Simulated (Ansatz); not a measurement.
Compare A (`B1C=N1`) with its isomer B (`BC#N`).

Program: Ansatz. Geometries: PBE0-D4/def2-TZVP. ΔE: electronic, gas phase. CCSD(T)/CBS is frozen-core, at the limit of the def2 triple- and quadruple-zeta sets. Functionals use def2-TZVPP. B3LYP here is the variant with VWN-RPA as its local correlation; programs differ in this.

A:

```xyz
5

B    -0.299    0.159   -0.658
C     0.088   -0.132    0.697
N     1.027   -0.132   -0.205
H    -0.957    0.425   -1.600
H     0.141   -0.321    1.765
```

B:

```xyz
5

B    -0.474    0.050    0.381
C     0.708   -0.075   -0.569
N     1.604   -0.171   -1.290
H    -0.327   -0.246    1.522
H    -1.513    0.442   -0.044
```

Q: Which isomer does CCSD(T)/CBS put lower? Give the gap. (Estimate.)

A: Ansatz gave: B, by 13.0 kcal/mol.

Q: Give E(B) − E(A) in kcal/mol with B3LYP-D4, HF/def2-TZVPP, r2SCAN-D4, MP2/def2-TZVPP, B3LYP, B2PLYP, LDA (SPW92). (An estimate is asked.)

A: Ansatz gave: B3LYP-D4 -13.1, HF/def2-TZVPP -16.0, r2SCAN-D4 -9.9, MP2/def2-TZVPP -15.1, B3LYP -13.3, B2PLYP -14.7, LDA (SPW92) -3.1. None reverses the order clearly.

Q: Does the order hold for the free energy at 298.15 K (harmonic terms from PBE0-D4)? (Best estimate.)

A: The calculation gave: Yes: G(B) − G(A) = -14.5 kcal/mol.

Largest T1 diagnostic: 0.014.

Leaving LDA and LC-ωPBE aside and taking each functional with its dispersion term where it has one, the values, not all of them listed here, spread over 7.8 kcal/mol, from BLYP-D4 to PBE0-D4. LDA lies +5.9 kcal/mol from PBE without D4. In def2-TZVPP, CCSD(T) changes the Hartree–Fock value by +1.2 kcal/mol (the triples alone add +0.2 kcal/mol) and MP2 by +0.9 kcal/mol.
